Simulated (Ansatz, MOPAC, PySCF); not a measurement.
Reaction (SMILES): F[Si](=O)F + 4 [H][H] (H2) → 2 F (HF) + O (H2O) + [SiH4] (SiH4)

Wanted: energy of full hydrogenation (enthalpy at 298 K), in kcal/mol. Terms: non-relativistic; no spin-orbit coupling; dispersion terms only where a functional's name holds one; frozen cores in correlated levels; LANL2DZ with its own core potentials from Na on; PM7 with its own dispersion and hydrogen-bond terms. Basis-set limits of correlation are two-point, X^-3; Hartree-Fock from the larger set. Ab initio and DFT rows: single points at B3LYP-D3(BJ) geometries (Ansatz, a quantum-chemistry and plane-wave program), with unscaled harmonic terms from B3LYP/6-31G* (Ansatz) at its own minima. Semi-empirical rows: MOPAC heats of formation at their own minima for 298 K.

```csv
species,coefficient,"E at B3LYP/LANL2DZ (Ansatz), Eh","E at M06-2X/def2-TZVPD (PySCF), Eh","H(298 K) - E, kcal/mol","heat of formation at PM7 (MOPAC), kcal/mol"
O=[Si](F)F,-1,-278.84152,-564.55842,9.15,-231.19
[H][H] (H2),-4,-1.17442,-1.16852,8.44,-32.01
F (HF),+2,-100.44534,-100.45351,7.76,-61.94
O (H2O),+1,-76.41319,-76.42916,15.65,-57.80
[SiH4] (SiH4),+1,-6.26500,-291.85356,22.18,12.85
```

Coupled cluster (Ansatz) is a level with limits of its own, used here on species with T1 under 0.025 (0.045 for open shells) and stable references: CCSD(T)/CBS(cc-pV(T+d)Z,cc-pV(Q+d)Z). Value to compare with, CCSD(T)/CBS(cc-pV(T+d)Z,cc-pV(Q+d)Z) (Ansatz): 33.4 kcal/mol. 1 Eh = 627.5095 kcal/mol.

### Question
Compute it at each level from the table, and compare with CCSD(T)/CBS(cc-pV(T+d)Z,cc-pV(Q+d)Z) (Ansatz).

### Answer

- B3LYP/LANL2DZ: the sum of coefficient times E is -0.02967 Eh, or -18.62 kcal/mol; the thermal terms add 10.44. Result: -8.2 kcal/mol. Its difference against CCSD(T)/CBS(cc-pV(T+d)Z,cc-pV(Q+d)Z) (Ansatz) is -41.6 kcal/mol.
- M06-2X/def2-TZVPD: the sum of coefficient times E is 0.04276 Eh, or 26.83 kcal/mol; the thermal terms add 10.44. Result: 37.3 kcal/mol. Its difference against CCSD(T)/CBS(cc-pV(T+d)Z,cc-pV(Q+d)Z) (Ansatz) is 3.9 kcal/mol.
- PM7: the sum of coefficient times heat of formation is 190.40 kcal/mol; it needs no thermal term. Its difference against CCSD(T)/CBS(cc-pV(T+d)Z,cc-pV(Q+d)Z) (Ansatz) is 157.0 kcal/mol.
